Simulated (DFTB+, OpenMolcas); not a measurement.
# NO2 (nitrogen dioxide): the dipole moment, rung by rung

The species is NO2 (3 atoms), meant as a doublet with charge 0. SMILES: `[O]N=O`. Geometry: relaxed at PBE0-D4/def2-TZVP.

| atom | x (Å) | y (Å) | z (Å) |
| --- | --- | --- | --- |
| O | 0.2098 | -1.0822 | 0.0006 |
| N | -0.2655 | -0.0091 | -0.1459 |
| O | 0.0557 | 1.0913 | 0.1453 |

Each level gives the dipole moment (D). The values are calculated.

Measured value to compare with: NIST CCCBDB gives the dipole moment of the gas as 0.32 D.

| level | kind | program | value (D) | computed − measured | CPU time |
| --- | --- | --- | --- | --- | --- |
| DFTB2 | semi-empirical | DFTB+ | 1.08 | +0.76 | under 2 s |
| ROHF/cc-pVTZ | Hartree–Fock | OpenMolcas | 0.75 | +0.43 | 11 s |
| USVWN5/cc-pVTZ | LDA | OpenMolcas | 0.25 | -0.07 | 14 s |
| U-revPBE/cc-pVTZ | GGA | OpenMolcas | 0.24 | -0.08 | 22 s |
| UBLYP/cc-pVTZ | GGA | OpenMolcas | 0.25 | -0.07 | 20 s |
| U-r2SCAN/cc-pVTZ | meta-GGA | OpenMolcas | 0.29 | -0.03 | 25 s |
| UB3LYP/cc-pVTZ | global hybrid | OpenMolcas | 0.33 | +0.01 | 21 s |
| UBHLYP/cc-pVTZ | global hybrid | OpenMolcas | 0.45 | +0.13 | 21 s |

Nearest: UB3LYP/cc-pVTZ (+0.01 D); farthest: DFTB2 (+0.76 D). The measured dipole is a vibrational average, so differences of a few hundredths of a debye mean little. Computed less measured by kind, in D (of the ab initio rows, those in cc-pVTZ): semi-empirical +0.76; Hartree–Fock +0.43; LDA -0.07; GGA -0.08 to -0.07; meta-GGA -0.03; global hybrid +0.01 to +0.13. Magnitudes only. CPU times are rough (shared hosts, several kinds of processor and program).
